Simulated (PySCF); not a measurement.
Below is a simulated gas-phase C 1s photoelectron spectrum of `[C-]#C`.

Every computed line was given a Gaussian of 0.8 eV full width at half maximum and an area set by the number of equivalent atoms; the highest printed point is 100. Computed, not measured: delta-SCF UKS SCAN, pcX-2 on the ionised atom, pcseg-1 elsewhere, spin-free X2C (PySCF).

```csv
binding energy (eV),intensity
281.4,0
281.5,0
281.6,1
281.7,2
281.8,5
281.9,9
282.0,16
282.1,26
282.2,40
282.3,56
282.4,73
282.5,88
282.6,97
282.7,100
282.8,95
282.9,84
283.0,68
283.1,51
283.2,36
283.3,23
283.4,14
283.5,7
283.6,4
283.7,2
283.8,1
283.9,0
```

**Question.** Count the maxima, the lines and the sites behind this envelope.

**Answer.** The curve has 1 maximum (at 282.7 eV). Under it lie 2 lines from 2 inequivalent carbon sites. At this width some lines have no maximum of their own.

**Question.** Decompose the envelope and assign each component. Numbering: `[C-:1]#[CH:2]`.

**Answer.** 
```tsv
position (eV)	relative area	line	atoms	environment
282.57	1	C 1s	C1	carbon bonded to C
282.80	1	C 1s	C2	carbon bonded to C and H
```

**Question.** Above which line width would these two lines show one maximum?

**Answer.** Two equal Gaussians merge once their distance is under 2σ = FWHM/1.177. With 0.22 eV between them that is a full width over 0.26 eV.

The 2 C 1s values lie within 0.23 eV of each other; Gaussian lines of 0.5 eV full width would blend them into one maximum.

The curve has no shake-up lines and no vibrational structure. Spin contamination (⟨S²⟩ against 0.75 for a pure doublet) is marked for C 1s of C1 (0.93), which makes this value less certain. The species carries charge -1, so core ionisation leaves a neutral species. The basis sets have no added diffuse functions. Isolated species at its PBE0-D3(BJ)/def2-SVP geometry, gas phase. The geometry's basis has no diffuse functions, a weakness for an anion.

On Intel Xeon Platinum 8259CL at 2.50 GHz, one thread, shared host, this took 2.0 s wall and 0.31 GiB of memory at its peak.
